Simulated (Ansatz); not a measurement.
```yaml
crystal:
  periodic: [false, false, false]
  atoms:
    - {symbol: Ru, position_ang: [0.000000, 0.000000, 0.000000]}
    - {symbol: B, position_ang: [0.000000, 0.000000, 2.290000]}
basis:
  gaussian: {orbitals: def2-TZVP}
magnetization: {spin_polarized: true, initial_magnetization: 3}
hamiltonian: {xc: pbe0}
relax: {f_tol: 0.004, max_steps: 80}
```

```sh
$ ansatz run in.yaml --threads 1 --pin off --events-out ev --progress --plain --max-ram 2176MiB
```

Steps of the relaxation (energy above the last step; positions in Å, forces in eV/Å):

```
2
step 1, 1601.7 meV
Ru    0.000    0.000    0.000    0.000    0.000    3.201
B     0.000    0.000    2.290    0.000    0.000   -3.201
```

```
2
step 2, 224.2 meV
Ru    0.000    0.000    0.195    0.000    0.000    2.739
B     0.000    0.000    2.095    0.000    0.000   -2.739
```

```
2
step 3, 1238.8 meV
Ru    0.000    0.000    0.390    0.000    0.000  -12.329
B     0.000    0.000    1.900    0.000    0.000   12.329
```

```
2
step 6, 0.0 meV
Ru    0.000    0.000    0.267    0.000    0.000    0.013
B     0.000    0.000    2.023    0.000    0.000   -0.013
```

```
2
step 7, 0.0 meV
Ru    0.000    0.000    0.267    0.000    0.000    0.000
B     0.000    0.000    2.023    0.000    0.000    0.000
```

Close pairs at the end: Ru1–B2 1.755 Å.

A stationary point of unrestricted PBE0 after 7 steps, with ⟨S²⟩ = 3.805 against 3.75 for a pure state. 32 s on 1 thread of Intel Xeon Platinum 8375C, shared host.
